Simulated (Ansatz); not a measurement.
Relaxation of C$_{3}$H$_{3}$F (7 atoms, charge 0, multiplicity 1), to a largest force component of 0.02 eV/Å in at most 50 steps.

Theory: RKS PBE0/def2-SVP in Ansatz.

```xyz
7
Properties=species:S:1:pos:R:3
C -0.853 0.936 0.031
C -0.020 0.029 0.036
C 0.833 -0.914 0.035
F 1.063 -1.776 -0.971
H -1.893 0.810 0.406
H -0.673 1.959 -0.425
H 1.603 -1.112 0.842
```

Question: Where does it end, and by what steps?

Answer: The run converged. After 8 steps the energy has fallen by 0.373 eV; C3 moved furthest, 0.07 Å.

```csv
step,energy less start (eV),largest force component (eV/Å),accepted
0,0.0000,5.633,yes
1,0.0487,2.873,no
2,-0.3260,0.521,yes
3,-0.3562,0.503,yes
4,-0.3709,0.087,yes
5,-0.3724,0.043,yes
6,-0.3724,0.072,no
7,-0.3727,0.021,yes
8,-0.3728,0.002,yes
```

```xyz
7
Properties=species:S:1:pos:R:3
C -0.897 0.973 0.012
C -0.010 0.012 -0.004
C 0.893 -0.936 0.023
F 1.063 -1.815 -0.968
H -1.902 0.817 0.422
H -0.670 1.968 -0.389
H 1.584 -1.087 0.858
```

The run took 15 s on 1 thread of Intel(R) Xeon(R) Platinum 8488C (Sapphire Rapids), on a shared host, peak memory 0.14 GiB.
